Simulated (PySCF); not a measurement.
# Working out the electron affinity of C

C⁻ [He] 2s2 2p3 (4S) → C [He] 2s2 2p2 (3P). Calculation: PySCF 2.14, in dyall-acv3z (15s9p4d2f, 76 functions); the non-relativistic Hamiltonian (point nucleus). Frozen: nothing; the 5 highest virtual orbitals dropped. Energies in hartree (1 hartree = 27.21139 eV):

```csv
part,C⁻ (lower),C (upper)
UHF,-37.710259,-37.693639
MP2 opposite-spin,-0.111313,-0.100772
MP2 same-spin,-0.035863,-0.016470
```

Task: What does Hartree-Fock give?

Result: (-37.693639) − (-37.710259) = 0.016620 hartree = 0.452 eV.

Task: What do MP2 and SCS-MP2 (6/5 opposite-spin, 1/3 same-spin) give?

Result: The opposite-spin parts differ by 0.287 eV and the same-spin parts by 0.528 eV. MP2: 0.452 + (0.287) + (0.528) = 1.267 eV. SCS-MP2: 0.452 + 1.2 × (0.287) + (0.528)/3 = 0.972 eV.

A first-order spin-orbit estimate adds -0.004 eV to MP2 (valence and next inner shell), giving 1.263 eV against 1.262 eV (measured; photodetachment measurements, as compiled on the Wikipedia data page of electron affinities).

What remains against the reference includes basis incompleteness and correlation beyond second order.
